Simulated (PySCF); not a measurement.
Gas-phase reaction: 3 SiH2F2 + SiH2(NH2)2 = 2 H3SiNH2 + 2 SiHF3

Method: PySCF energies plus ideal-gas RRHO corrections (1 bar). † marks an energy on the PBE0/def2-TZVP geometry and frequencies. CCSD(T) freezes the core. All species are closed-shell singlets. B3LYP is the form with VWN-RPA correlation. No R ln 2 is added for the mirror-image form of SiH2(NH2)2. SiH2(NH2)2, H3SiNH2: computed as isolated molecules; such fragments, hydroxides, amides, oligomers or adducts are transient or little studied in the gas. CCSD(T) isn't extrapolated to the basis-set limit; its ΔH°(298 K) is -24.0 kJ in def2-SVP and -23.5 kJ in def2-TZVPP. The harmonic model lacks anharmonicity and excited electronic states, which grow with temperature; levels with a mode under 35 cm⁻¹ are left out. Internal rotation in SiH2(NH2)2, H3SiNH2 is treated as a harmonic vibration of one conformer, which makes the entropy rough.

| level | ΔE electronic, kJ | ΔH°(298 K), kJ | ΔS°(298 K), J/K | ΔG°(600 K), kJ |
|---|---|---|---|---|
| B3LYP/def2-TZVP† | -15 | -18 | 7 | -23 |
| BLYP/def2-TZVP† | -13 | -15 | 7 | -20 |
| CCSD(T)/def2-TZVPP† | -21 | -24 | 7 | -28 |
| M06-2X/def2-TZVP† | -18 | -21 | 7 | -26 |
| ωB97X-V/def2-TZVP† | -17 | -19 | 7 | -24 |
ΔH° is lowest at CCSD(T)/def2-TZVPP† and highest at BLYP/def2-TZVP†. No reference value is set beside these.
